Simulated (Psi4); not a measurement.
# H2O+ (SMILES [OH2+]): UCC3/aug-cc-pVDZ

Aim: the energy difference between two shapes of H2O+ at UCC3/aug-cc-pVDZ, from 2 runs. 

Program for the calculation: Psi4 1.11.

13 further runs of the same task are left out: 5 that didn't finish, 8 set aside as unsound or not needed.

**1. The molecule**

The species is H2O+ (3 atoms), meant as a doublet with charge +1. SMILES: `[OH2+]`. The shape is that of a GFN2-xTB optimisation.

Bond lengths: O1–H2 1.005 Å, O1–H3 1.005 Å. Angles: H2–O1–H3 120.7°.

**2. The energy at UCC3/aug-cc-pVDZ**

Contents of h2o.xyz:

```xyz
3
H2O
O     -0.257730     0.170410    -0.119700
H      0.490020     0.658280     0.340630
H     -0.232290    -0.828700    -0.220940
```

Contents of h2o.py:

```python
import psi4

psi4.set_memory(1600000000)
psi4.set_num_threads(1)
psi4.set_output_file('run.log', False)

with open('h2o.xyz') as f:
    atoms = ''.join(f.readlines()[2:])
geom = psi4.geometry('1 2\n' + atoms + '')

psi4.set_options({
    'reference': 'uhf',
    'scf_type': 'pk',
    'freeze_core': True,
})

e_tot = psi4.energy("cc3/aug-cc-pVDZ", molecule=geom)
print('E =', round(e_tot, 9))
```

Started as:

```console
$ python h2o.py
```

run.log:

```text
[...]
  Running in cs symmetry.
[...]
  Nuclear repulsion =    8.731733477257922
[...]
  Multiplicity = 2
[...]
  Nalpha       = 5
  Nbeta        = 4
[...]
    Number of basis functions: 41
[...]
   @UHF iter   1:   -75.59886991783981   -2.02414e-01   7.72894e-03 ADIIS/DIIS
[...]
   @UHF iter  11:   -75.63606790697322   -3.60956e-12   9.42415e-09 DIIS
[...]
   @S^2 Observed:                7.576403460E-01
[...]
    Orbital Energies [Eh]
    ---------------------
    Alpha Occupied:
       1Ap   -21.124137     2Ap    -1.873849     3Ap    -1.206637
       1App   -1.112444     4Ap    -1.052679
    Alpha Virtual:
       5Ap    -0.185110     6Ap    -0.118010     2App   -0.048787
       7Ap    -0.044608     8Ap    -0.033165     9Ap    -0.001608
      10Ap     0.037281    11Ap     0.045342     3App    0.099079
      12Ap     0.155372     4App    0.171521    13Ap     0.265139
      14Ap     0.333431    15Ap     0.356048    16Ap     0.504022
      17Ap     0.511576     5App    0.691265    18Ap     0.708313
       6App    0.752467     7App    1.000218    19Ap     1.016005
[...]
  @UHF Final Energy:   -75.63606790697322
   => Energetics <=
    Nuclear Repulsion Energy =              8.7317334772579223
    One-Electron Energy =                -117.4040307116898845
    Two-Electron Energy =                  33.0362293274587344
    Total Energy =                        -75.6360679069732385
  UHF NO Occupations:
  HONO-2 :    3 Ap 1.9990786
  HONO-1 :    4 Ap 1.9975970
[...]
 Multipole Moments:
 ------------------------------------------------------------------------------------
     Multipole            Electronic (a.u.)      Nuclear  (a.u.)        Total (a.u.)
 ------------------------------------------------------------------------------------
 L = 1.  Multiply by 2.5417464519 to convert [e a0] to [Debye]
 Dipole X            :          0.0279152            0.7082188            0.7361340
 Dipole Y            :         -0.0168695           -0.4276722           -0.4445416
 Dipole Z            :          0.0000000            0.0000000            0.0000000
 Magnitude           :                                                    0.8599480
[...]
      * MP2 total energy                      =  -75.794785420202089
[...]
```

The script printed:

```text
E = -75.814944744
```

Wall time 9.9 s (1 thread of Intel Xeon Platinum 8259CL at 2.50GHz (Skylake/Cascade Lake), shared host); peak memory 0.21 GiB.

**3. The distorted shape at the same level**

Contents of job.json:

```json
{
 "schema_name": "qcschema_input",
 "schema_version": 1,
 "molecule": {
  "schema_name": "qcschema_molecule",
  "schema_version": 2,
  "symbols": ["O", "H", "H"],
  "geometry": [-0.42648095, 0.30574446, -0.23049934, 0.86112174, 1.18302525, 0.58938857, -0.47347844, -1.60315105, -0.43957864],
  "molecular_charge": 1,
  "molecular_multiplicity": 2
 },
 "driver": "energy",
 "model": {
  "method": "cc3",
  "basis": "aug-cc-pVDZ"
 },
 "keywords": {
  "reference": "uhf",
  "scf_type": "pk",
  "freeze_core": true
 }
}
```

Started as:

```console
$ psi4 --qcschema job.json -n 1 --memory 1600MB
```

stdout:

```text
[...]
  Running in cs symmetry.
[...]
  Nuclear repulsion =    9.015723714042636
[...]
  Multiplicity = 2
[...]
  Nalpha       = 5
  Nbeta        = 4
[...]
    Number of basis functions: 41
[...]
   @UHF iter   1:   -75.59577749563616   -1.66795e-01   7.67992e-03 DIIS/ADIIS
[...]
   @UHF iter  12:   -75.63205583777724   -1.13687e-12   5.99542e-09 DIIS
[...]
   @S^2 Observed:                7.571227497E-01
[...]
    Orbital Energies [Eh]
    ---------------------
    Alpha Occupied:
       1Ap   -21.124103     2Ap    -1.890573     3Ap    -1.234212
       1App   -1.118563     4Ap    -1.056398
    Alpha Virtual:
       5Ap    -0.182213     6Ap    -0.115796     2App   -0.050091
       7Ap    -0.044642     8Ap    -0.033992     9Ap     0.007448
      10Ap     0.039397    11Ap     0.045611     3App    0.098592
      12Ap     0.166784     4App    0.180166    13Ap     0.265309
      14Ap     0.333292    15Ap     0.367254    16Ap     0.501341
      17Ap     0.524694     5App    0.679467    18Ap     0.695501
       6App    0.751942     7App    1.011624    19Ap     1.051695
[...]
  @UHF Final Energy:   -75.63205583777724
   => Energetics <=
    Nuclear Repulsion Energy =              9.0157237140426361
    One-Electron Energy =                -117.8590181146707323
    Two-Electron Energy =                  33.2112385628508520
    Total Energy =                        -75.6320558377772443
  UHF NO Occupations:
  HONO-2 :    3 Ap 1.9992194
  HONO-1 :    4 Ap 1.9976360
[...]
 Multipole Moments:
 ------------------------------------------------------------------------------------
     Multipole            Electronic (a.u.)      Nuclear  (a.u.)        Total (a.u.)
 ------------------------------------------------------------------------------------
 L = 1.  Multiply by 2.5417464519 to convert [e a0] to [Debye]
 Dipole X            :          0.0173681            0.6078641            0.6252321
 Dipole Y            :         -0.0451228           -0.4559069           -0.5010297
 Dipole Z            :          0.0000000            0.0000000            0.0000000
 Magnitude           :                                                    0.8012153
[...]
      * MP2 total energy                      =  -75.788706355051218
[...]
```

The result, in JSON:

```text
{
 "driver": "energy",
 "model": {
  "method": "cc3",
  "basis": "aug-cc-pVDZ"
 },
 "success": true,
 "return_result": -75.80852798421334,
 "properties": {
  "calcinfo_nbasis": 41,
  "calcinfo_nmo": 41,
  "calcinfo_nalpha": 5,
  "calcinfo_nbeta": 4,
  "calcinfo_natom": 3,
  "nuclear_repulsion_energy": 9.015723714042636,
  "return_energy": -75.80852798421334,
  "scf_one_electron_energy": -117.85901811467073,
  "scf_two_electron_energy": 33.21123856285085,
  "scf_dipole_moment": [0.6252321180931261, -0.5010296687618946, 0.0],
  "scf_total_energy": -75.63205583777724,
  "scf_iterations": 12,
  "mp2_same_spin_correlation_energy": -0.0366168411090931,
  "mp2_opposite_spin_correlation_energy": -0.12003367616478415,
  "mp2_singles_energy": -6.121506194321429e-28,
  "mp2_doubles_energy": -0.15665051727387724,
  "mp2_correlation_energy": -0.15665051727387724,
  "mp2_total_energy": -75.78870635505122
 }
}
```

Wall time 11 s (1 thread of Intel Xeon Platinum 8259CL at 2.50GHz (Skylake/Cascade Lake), shared host); peak memory 0.21 GiB.

**4. Outcome**

Level: UCC3/aug-cc-pVDZ, 1 core orbital frozen.

| quantity | value |
| --- | --- |
| first shape: ground-state or mean-field energy | -75.81494 Eh |
| first shape: HOMO energy (Hartree–Fock orbitals) (highest over α and β) | -27.23 eV |
| first shape: LUMO energy (Hartree–Fock orbitals) (lowest over α and β) | -8.55 eV |
| first shape: correlation energy (1 core orbital frozen) | -178.9 mEh |
| first shape: ⟨S²⟩ of the reference determinant | 0.758 |
| first shape: T1 diagnostic | 0.012 |
| distorted shape: ground-state or mean-field energy | -75.80853 Eh |
| distorted shape: HOMO energy (Hartree–Fock orbitals) (highest over α and β) | -27.33 eV |
| distorted shape: LUMO energy (Hartree–Fock orbitals) (lowest over α and β) | -8.69 eV |
| distorted shape: correlation energy (1 core orbital frozen) | -176.5 mEh |
| distorted shape: ⟨S²⟩ of the reference determinant | 0.757 |
| distorted shape: T1 diagnostic | 0.011 |
| energy change with the atoms displaced | 0.175 eV |

**Reading.** With the atoms displaced the energy rises by 0.17 eV (4.0 kcal/mol). The first shape isn't relaxed at this level, so the change isn't measured from a minimum.
